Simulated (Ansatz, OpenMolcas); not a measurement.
Worked example: the enthalpy of formation of CH2N (SMILES C=[N])

The species is CH2N (4 atoms), meant as a doublet with charge 0. SMILES: `C=[N]`. Geometry: relaxed at PBE0-D4/def2-TZVP.

Total energies at UPBE0/def2-TZVPP (OpenMolcas 26.06); the atoms run unrestricted:

| species | state | energy (Eh) |
| --- | --- | --- |
| CH2N | doublet | -93.904011 |
| C | triplet | -37.805374 |
| N | quartet | -54.543820 |
| H | doublet | -0.501036 |

Harmonic wavenumbers at UPBE0-D4/def2-TZVP, in cm⁻¹: 929, 998, 1372, 1746, 2990, 3052.

Measured heats of formation of the gaseous atoms at 298.15 K, in kJ/mol: C 716.9, N 472.4, H 218.0. Take 1 Eh = 2625.50 kJ/mol, 1 cm⁻¹ = 0.0119627 kJ/mol, RT = 2.479 kJ/mol.

Task: Work out the heat of formation of the gas at 298 K.

Result: 
1. Electronic atomisation energy: (-37.805374) + (-54.543820) + 2 × (-0.501036) − (-93.904011) = 0.552745 Eh = 1451.2 kJ/mol.
2. Zero-point energy: half the sum of the wavenumbers, 5543.5 cm⁻¹ = 66.3 kJ/mol.
3. Thermal vibrational enthalpy, Σ hcν̃/(exp(hcν̃/kT) − 1): 0.3 kJ/mol. Translation, rotation and pV of a non-linear molecule: 4 RT = 9.9 kJ/mol.
4. The 4 free atoms carry 5/2 RT each: 24.8 kJ/mol.
5. Atomisation enthalpy at 298 K: 1451.2 − 66.3 − 0.3 − 9.9 + 24.8 = 1399.5 kJ/mol.
6. Sum of the atoms' heats of formation: 1625.3 kJ/mol. Heat of formation: 1625.3 − 1399.5 = +225.8 kJ/mol.

The tabulated value is +238.6 kJ/mol (Active Thermochemical Tables), so this level is off by -12.8 kJ/mol, or 0.9 % of the atomisation enthalpy. Anharmonicity and any spin-orbit splitting of the molecule are left out.
